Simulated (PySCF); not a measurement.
trimethylamine (C3H9N), SMILES CN(C)C. The structure is a stationary point at PBE-D3(BJ)/def2-SVP.

Computed equilibrium geometry at PBE-D3(BJ)/def2-SVP (PySCF confirms it by a frequency run) as bond lengths and angles, and its point group:
point group C3v.
Atoms: C1 N2 C3 C4 H5 H6 H7 H8 H9 H10 H11 H12 H13. Bonded distances (Å): C1–N2 1.449, C1–H5 1.126, C1–H6 1.110, C1–H7 1.110, N2–C3 1.449, N2–C4 1.449, C3–H8 1.126, C3–H9 1.110, C3–H10 1.110, C4–H11 1.126, C4–H12 1.110, C4–H13 1.110. Bond angles (°): N2–C1–H5 113.5, N2–C1–H6 110.2, N2–C1–H7 110.2, H5–C1–H6 107.5, H5–C1–H7 107.5, H6–C1–H7 107.8, C1–N2–C3 112.3, C1–N2–C4 112.3, C3–N2–C4 112.3, N2–C3–H8 113.5, N2–C3–H9 110.2, N2–C3–H10 110.2, H8–C3–H9 107.5, H8–C3–H10 107.5, H9–C3–H10 107.8, N2–C4–H11 113.5, N2–C4–H12 110.2, N2–C4–H13 110.2, H11–C4–H12 107.5, H11–C4–H13 107.5, H12–C4–H13 107.8.
